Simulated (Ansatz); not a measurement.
`COC(O)(F)F` + H₂ → `COC(F)F` + H₂O at 600 K and 1 bar (hydrogenolysis of a C–O bond).

Isolated molecules relaxed with PBE0-D4/def2-TZVP in Ansatz; ΔE leaves out vibrations. CCSD(T)/CBS adds triple-zeta CCSD(T) − MP2 to the extrapolated MP2 energy (def2 sets, frozen cores). This one scheme is used for every species. Each species was taken in one conformer, which may not be the lowest.

```
     species  CCSD(T)/CBS energy (Eh)  H − E (kJ/mol)  S (J/(mol·K))
`COC(O)(F)F`               -428.44490           239.6          417.7
          H₂                 -1.17544            43.9          150.8
   `COC(F)F`               -353.25678           219.8          378.2
         H₂O                -76.37941            76.8          212.8
```

H − E and S are ideal-gas, rigid-rotor, harmonic terms from PBE0-D4/def2-TZVP, for one conformer and one mirror image of each species. The MP2-based limit puts H₂ 0.8 mEh under its directly extrapolated value; such offsets cancel only in part. 1 Eh = 2625.50 kJ/mol, R = 8.31446 J/(mol·K).

Question: By hand: ΔE, ΔH, ΔS and ΔG.

Answer: ΔE = (-353.25678) + (-76.37941) − (-428.44490) − (-1.17544) = -0.01585 Eh = -41.6 kJ/mol. Δ(H − E) = 219.8 + 76.8 − 239.6 − 43.9 = 13.1, so ΔH = -28.5 kJ/mol. ΔS = 378.2 + 212.8 − 417.7 − 150.8 = 22.5 J/(mol·K). ΔG = -28.5 − 600 × (22.5)/1000 = -42.0 kJ/mol.

Question: By hand: the equilibrium constant, and the temperature at which ΔG would vanish if ΔH and ΔS stayed fixed.

Answer: log₁₀ K = −ΔG/(RT ln 10) = 3.7. ΔH and −TΔS have one sign here, so there is no such temperature.

TΔS isn't small against ΔH here. A doubt of 5 kJ/mol in ΔE shifts log₁₀ K by 0.4 here. Other conformers and mirror images would add mixing entropy, several J/(mol·K) or more a flexible species. These are equilibria of isolated gas molecules and say nothing of rates. Largest T1 diagnostic: 0.011 (customary marks: 0.02 for closed shells, 0.045 for open ones).
